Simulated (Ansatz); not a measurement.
# B₂S+ (doublet): wave-function methods side by side, def2-TZVPP

An exercise on one series of results from a longer session: the logs are not shown, and one member is left open.

The runs use Ansatz 0.2.0, Gaussian basis; def2-TZVPP, core rule «outside noble gas», up to 7 orbitals frozen.

To be run: UHF; ROHF; CCSD(T) on UHF.

2 further runs of the same task are left out: 2 set aside as unsound or not needed.

## The geometry

The geometry is a PBE0/def2-TZVP stationary point (not a proven minimum) of the parent state, kept for this charge and spin.

3 atoms, charge 1, spin multiplicity 2.

Atoms are counted from 1 here; the program's logs count them from 0.

Bond lengths: B1–S2 1.839 Å, S2–B3 1.839 Å. Angles: B1–S2–B3 106.6°.

Set-up of the first run:

Input file in.yaml:

```yaml
crystal:
  periodic: [false, false, false]
  atoms:
    - {symbol: B, position_ang: [0.000000, -0.656173, 1.474455]}
    - {symbol: S, position_ang: [0.000000, 0.442469, 0.000000]}
    - {symbol: B, position_ang: [0.000000, -0.656173, -1.474455]}
basis:
  gaussian: {orbitals: def2-TZVPP}
total_charge: 1
magnetization: {spin_polarized: true, initial_magnetization: 1}
hamiltonian: {xc: hf}
output: {orbitals: {seedname: orbitals}}
```

Launch:

```sh
> ansatz run in.yaml --threads 1 --pin off --events-out ev --progress --plain --max-ram 2560MiB --backend cpu
```

Steps of the session up to this table: UHF; ROHF; CCSD(T) on UHF.

One table of the session follows, with a row left open; its other results are not shown here.

```
  method  from UCCSD(T) (meV)
    ROHF              +9363.2
    UMP2                    ?
   UCCSD               +671.6
UCCSD(T)                    0
```

Estimate the missing values for UMP2.

As computed: from UCCSD(T) (meV): +1870.0. In the column «from UCCSD(T) (meV)» it lies between UCCSD (+671.6) and ROHF (+9363.2).

Left out of the table: UHF (another determinant or state than the rows shown).

The program flags UCCSD(T) as in doubt (see the logs), so the zero of the table is itself unsure.

Caveats from the session: The determinant is far from a pure spin state, so its energy mixes those of several spin states (harmless only where they are near-degenerate, as at dissociation). The report flags that the cluster equations may have other roots. The program flags UCCSD(T) as in doubt, so the zero of the table is itself unsure. Warnings: spin contamination; coupled cluster took another determinant than the lowest.
